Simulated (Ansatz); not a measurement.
in.yaml

```yaml
crystal:
  periodic: [false, false, false]
  atoms:
    - {symbol: F, position_ang: [-0.015433, -0.009008, 1.831740]}
    - {symbol: S, position_ang: [-0.016266, -0.025151, 0.080487]}
    - {symbol: S, position_ang: [0.031698, 0.034159, -1.912227]}
basis:
  gaussian: {orbitals: cc-pVDZ, point_charges: [{charge: 1.00, position_ang: [2.757, 0.819, 0.616]}]}
magnetization: {spin_polarized: false, initial_magnetization: 3}
hamiltonian: {xc: hf}
output: {forces: true, orbitals: {seedname: orbitals}}
```

```sh
$ ansatz run in.yaml --threads 1 --pin off --events-out ev --progress --plain --max-ram 2393MiB
```

The program prints:

```
517 factors; integrals over basis functions are off by at most 7.1e-4 eV
mean field evaluation 1: about -24335.1077 eV, gradient 2.3e1 eV
mean field evaluation 2: about -24335.1679 eV, gradient 2.3e1 eV
mean field evaluation 4: about -24336.6846 eV, gradient 3.5e0 eV
mean field evaluation 8: about -24336.7708 eV, gradient 7.0e-1 eV
mean field evaluation 16: about -24336.8496 eV, gradient 2.6e-1 eV
mean field evaluation 32: about -24336.7480 eV, gradient 1.3e0 eV
mean field evaluation 64: about -24336.7470 eV, gradient 1.2e0 eV
mean field evaluation 96: about -24336.6847 eV, gradient 1.4e0 eV
mean field evaluation 128: about -24334.2026 eV, gradient 1.8e1 eV
mean field evaluation 160: about -24336.7240 eV, gradient 2.7e-1 eV
mean field evaluation 192: about -24335.6883 eV, gradient 1.4e0 eV
mean field evaluation 224: about -24335.3903 eV, gradient 9.1e0 eV
mean field evaluation 256: about -24336.6687 eV, gradient 2.3e0 eV
mean field evaluation 288: about -24336.8620 eV, gradient 1.0e-3 eV
mean field -24336.86200583 eV, -894.3631825966 hartree, gradient 1.8e-5 eV, S^2 3.750000; 1 other end points of the search recorded, 0 dependent functions left out
the calculation of the forces begins
reference -24336.86200583 eV, -894.3631825966 hartree; 22, 19 occupied and 28, 31 virtual orbitals, 517 factors
Total energy: -24336.86200583 eV, -894.3631825966 hartree
Atom 0 at    -0.015433    -0.009008     1.831740 Å, force    -0.088776    -0.062262     0.586982 eV/Å
Atom 1 at    -0.016266    -0.025151     0.080487 Å, force     0.744466     0.300827    -0.559956 eV/Å
Atom 2 at     0.031698     0.034159    -1.912227 Å, force    -0.295979    -0.124396    -0.116010 eV/Å
Dipole moment:    -0.222168    -0.062474    -0.662051 e Å
```

Forces (eV/Å):
```
F   -0.089 -0.062  0.587
S    0.744  0.301 -0.560
S   -0.296 -0.124 -0.116
```

Ran on 1 thread of Arm Neoverse V1, shared host: 1.9 s wall, 0.17 GiB peak host memory.
